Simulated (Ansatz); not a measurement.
# CO2, SMILES O=C=O: the interaction energy of a dimer with the counterpoise correction

Computed with Ansatz's Python interface.

Run as a notebook:

In [1]:
```python
from dataclasses import dataclass

import ansatz as az
```

In [2]:
```python
@dataclass
class Settings:
    basis: str = 'cc-pVDZ'
    functional: str = 'r2SCAN'
```

In [3]:
```python
opts = Settings()

FIRST = [
    ('O', (0.3674, -1.0795, 0.0872)),
    ('C', (0.0002, 0.0001, 0.0001)),
    ('O', (-0.3675, 1.0794, -0.0873)),
]
SECOND = [
    ('O', (-4.276, 1.5579, -2.3568)),
    ('C', (-3.5678, 0.9723, -1.6761)),
    ('O', (-2.8594, 0.3872, -0.9952)),
]

def energy(atoms, ghosts=()):
    molecule = az.Crystal.molecule()
    for symbol, xyz in atoms:
        molecule = molecule.atom(symbol, xyz)
    calc = (
        molecule.calculation()
        .basis(gaussian=opts.basis)
        .functional(opts.functional)
    )
    deck = calc.input()
    if ghosts:
        deck = deck.set(az.key.basis.gaussian.ghost_atoms, [{'symbol': s, 'position_ang': list(xyz)} for s, xyz in ghosts])
    return az.Session.from_dict(deck).plan().execute().report['free_energy_ev']
```

In [4]:
```python
both = energy(FIRST + SECOND)
alone = energy(FIRST) + energy(SECOND)
ghosted = energy(FIRST, SECOND) + energy(SECOND, FIRST)
print(f'dimer {both:.6f} eV')
print(f'interaction, uncorrected   {96.485332 * (both - alone):8.3f} kJ/mol')
print(f'interaction, counterpoise  {96.485332 * (both - ghosted):8.3f} kJ/mol')
print(f'basis-set superposition    {96.485332 * (alone - ghosted):8.3f} kJ/mol')
```
```text
dimer -10259.266378 eV
interaction, uncorrected     -2.473 kJ/mol
interaction, counterpoise     1.294 kJ/mol
basis-set superposition       3.766 kJ/mol
```

Uncorrected it is -2.473 kJ/mol, with the counterpoise correction 1.294 kJ/mol; the difference, 3.767 kJ/mol, is the superposition error. The sign changes with the correction, so this basis doesn't settle it.

Notes:
- Total energies depend on the basis set; only differences at equal settings carry meaning.
- The dimer is a generated trial pose of unrelaxed monomers, not a minimum, so the figure is no binding energy, and the basis set is small.
- This level lacks the dispersion part of the attraction (electrostatics and induction are there), which can decide the sign where the interaction is weak.
- Run time: 9.6 s on 1 thread of Arm Neoverse V1, on a shared host, peak memory 0.18 GiB.
